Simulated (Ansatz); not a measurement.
A made-up structure of CH2BO (charge +1), closed shell:

B1  (0.464, -0.634, 0.516)
C2  (-0.333, 0.455, -0.371)
O3  (1.205, -1.645, 1.341)
H4  (-0.847, 0.042, -1.201)
H5  (-0.245, 1.450, -0.015)
(Å)

It is relaxed with PBE-D4/def2-SVP and then PBE0-D4/def2-TZVP (Ansatz 0.2.0). Atoms count as bonded within 1.22 times the sum of their covalent radii (H–H: 0.88 Å). The end point is not checked to be a true minimum.

(1) Does its bonding change? (Judge from chemistry; the calculation decides.)

## Answers

(1) By the calculation: No: no bond forms or breaks.

Where it ends: The first stage lowers the energy by 2.06 eV in 7 steps. It ends as CH₂BO ([CH2][B][O]), total charge +1:
```
5
angstrom
B 0.4942 -0.6745 0.5498
C -0.2572 0.3511 -0.2861
O 1.0872 -1.4839 1.2094
H -0.8303 0.0596 -1.1724
H -0.2505 1.4155 -0.0299
```

Labels in which every atom is bracketed show which atoms are joined, not bond orders.

For scale, one of the runs: PBE0-D4/def2-TZVP relaxation, 105 basis functions, launched by `ansatz run in.yaml --threads 2 --pin off --events-out ev --progress --plain --max-ram 4352MiB`. The run took about 7.5 s on 2 CPU threads of an Arm Neoverse V1 (shared host).
